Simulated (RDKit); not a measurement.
# C4H5F (SMILES FCC1C=C1) at MMFF94

We compute a structure relaxation of C4H5F. Input form: a Python script.

The calculation is run with RDKit 2026.09.1.

1 further run of the same task is left out (set aside as unsound or not needed).

## (1) The structure to begin with

C4H5F: 10 atoms, total charge 0, spin state singlet. SMILES: `FCC1C=C1`. The shape is that of a GFN2-xTB optimisation. This is one conformer, not always the lowest. The run starts from this shape.

Bond lengths: F1–C2 1.380 Å, C2–C3 1.510 Å, C3–C4 1.503 Å, C3–C5 1.500 Å, C4–C5 1.298 Å, C2–H6 1.096 Å, C2–H7 1.095 Å, C3–H8 1.087 Å, C4–H9 1.061 Å, C5–H10 1.061 Å. Some angles: F1–C2–C3 110.6°, C2–C3–C4 120.3°, C2–C3–C5 120.1°, C4–C3–C5 51.2°, C3–C4–C5 64.3°, C3–C5–C4 64.5°, F1–C2–H6 106.0°, F1–C2–H7 106.6°, C3–C2–H6 111.8°, C3–C2–H7 111.4°.

## (2) A structure relaxation at MMFF94

mol.sdf

```

     RDKit          3D

 10 10  0  0  0  0  0  0  0  0999 V2000
   -1.6456   -1.4029   -0.6119 F   0  0  0  0  0  0  0  0  0  0  0  0
   -0.3429   -0.9614   -0.7226 C   0  0  0  0  0  0  0  0  0  0  0  0
    0.0570   -0.1738    0.5026 C   0  0  0  0  0  0  0  0  0  0  0  0
   -0.2027    1.3054    0.5712 C   0  0  0  0  0  0  0  0  0  0  0  0
    1.0335    0.9583    0.3830 C   0  0  0  0  0  0  0  0  0  0  0  0
    0.2717   -1.8608   -0.8475 H   0  0  0  0  0  0  0  0  0  0  0  0
   -0.2966   -0.3448   -1.6267 H   0  0  0  0  0  0  0  0  0  0  0  0
    0.0215   -0.7629    1.4152 H   0  0  0  0  0  0  0  0  0  0  0  0
   -0.9538    2.0448    0.6930 H   0  0  0  0  0  0  0  0  0  0  0  0
    2.0580    1.1981    0.2437 H   0  0  0  0  0  0  0  0  0  0  0  0
  2  1  1  0
  3  2  1  0
  4  3  1  0
  5  4  2  0
  5  3  1  0
  6  2  1  0
  7  2  1  0
  8  3  1  0
  9  4  1  0
 10  5  1  0
M  END
$$$$
```

run.py

```python
# MMFF94 minimise with RDKit
import json
import numpy as np
from rdkit import Chem
from rdkit.Chem import AllChem

mol = Chem.MolFromMolFile("mol.sdf", removeHs=False)
symbols = [a.GetSymbol() for a in mol.GetAtoms()]
start = mol.GetConformer().GetPositions().copy()

props = AllChem.MMFFGetMoleculeProperties(mol, mmffVariant="MMFF94")
ff = AllChem.MMFFGetMoleculeForceField(mol, props)
e0 = ff.CalcEnergy()
print(f"start   E = {e0:.5f} kcal/mol")
path, flag, n = [], 1, 0
while flag and n < 2000:
    flag = ff.Minimize(maxIts=50, forceTol=0.0001)
    n += 50
    path.append((n, ff.CalcEnergy(), mol.GetConformer().GetPositions().tolist()))
    print(f"{n:5d}   E = {path[-1][1]:.5f} kcal/mol")
print("converged" if flag == 0 else "iteration limit reached")
final = mol.GetConformer().GetPositions()
for a, p in zip(symbols, final):
    print(f"{a:<2} {p[0]:11.5f} {p[1]:11.5f} {p[2]:11.5f}")
print(f"energy gained {e0 - path[-1][1]:.4f} kcal/mol")
json.dump(dict(symbols=symbols, start=start.tolist(), start_energy=e0, energy=path[-1][1], final=final.tolist(), path=path, success=flag == 0), open("results.json", "w"))
```

On the command line:

```console
$ python run.py
```

What values should one expect? Wanted: steric energy.

Computed results:

At MMFF94:

```
                      quantity       value
steric energy (arbitrary zero)  0.06838 Eh
```

In words: At the final geometry: Bond lengths: F1–C2 1.361 Å, C2–C3 1.485 Å, C3–C4 1.432 Å, C3–C5 1.432 Å, C4–C5 1.302 Å, C2–H6 1.094 Å, C2–H7 1.095 Å, C3–H8 1.081 Å, C4–H9 1.062 Å, C5–H10 1.062 Å. Some angles: F1–C2–C3 108.3°, C2–C3–C4 121.5°, C2–C3–C5 121.5°, C4–C3–C5 54.1°, C3–C4–C5 63.0°, C3–C5–C4 63.0°, F1–C2–H6 107.6°, F1–C2–H7 107.8°, C3–C2–H6 110.8°, C3–C2–H7 113.5°.
